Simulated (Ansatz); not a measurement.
Basis-set extrapolation for `CC[C@H](C)[C@@H](C)CC` (PBE0-D4/def2-TZVP geometry, frozen core, the Gaussian-basis code of Ansatz). Multiplicity 1, RHF reference.

```tsv
	def2-TZVPP	def2-QZVPP
HF	-313.541232	-313.556055
MP2 correlation	-1.426038	-1.513054
CCSD(T) correlation	-1.575304	not run
```

Energies in hartree. Use E(X) = E(∞) + A·exp(−7.88·√X) for Hartree–Fock and E(X) = E(∞) + B·X^(−2.97) for correlation, with X = 3 and 4, and add CCSD(T) minus MP2 of the smaller set to the MP2 limit.

Problem. What is the CCSD(T) energy at the basis-set limit?

Solution. HF limit: -313.556055 + (-0.014823) × 0.13774 = -313.55810. MP2 limit: -1.513054 + (-0.087016) × 0.74074 = -1.57751. Higher-order term: -1.575304 − (-1.426038) = -0.14927. Total: -315.28488 hartree, 442.0 kJ/mol below CCSD(T)/def2-TZVPP.
